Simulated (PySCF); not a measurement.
Numbering as in the mapped SMILES `[F:1][c:2]1[cH:3][cH:4][n:5][o:6]1`; H(Xn) means a hydrogen on atom n.

Geometry: PBE0-D3(BJ)/def2-SVP; GIAO absolute shieldings from PySCF 2.14.0 with density-fitted response routines, gas phase, non-relativistic, averaged over equivalent atoms.

At PBE0/pcSseg-1 (112 basis functions, 8.4 s wall time on 1 thread of an Arm Neoverse V1, shared host):
```csv
atoms,σ (ppm)
F1,285.0
C2,5.5
C4,27.5
C3,102.0
N5,-134.7
O6,-45.5
H(C4),23.22
H(C3),25.78
```

**Question.** What do these become at PBE0/pcSseg-2?

**Answer.** 
```json
{"atoms": "F1", "σ at PBE0/pcSseg-2": "288.2", "change": "+3.2"}
{"atoms": "C2", "σ at PBE0/pcSseg-2": "1.3", "change": "-4.2"}
{"atoms": "C4", "σ at PBE0/pcSseg-2": "22.7", "change": "-4.8"}
{"atoms": "C3", "σ at PBE0/pcSseg-2": "99.6", "change": "-2.4"}
{"atoms": "N5", "σ at PBE0/pcSseg-2": "-138.1", "change": "-3.4"}
{"atoms": "O6", "σ at PBE0/pcSseg-2": "-51.0", "change": "-5.5"}
{"atoms": "H(C4)", "σ at PBE0/pcSseg-2": "23.13", "change": "-0.09"}
{"atoms": "H(C3)", "σ at PBE0/pcSseg-2": "25.75", "change": "-0.03"}
```

The largest change is at O6 (aromatic ring oxygen). Cost: 244 basis functions, 23 s wall time on 1 thread of an Arm Neoverse V1, shared host. The order of the carbon signals is the same at both levels.
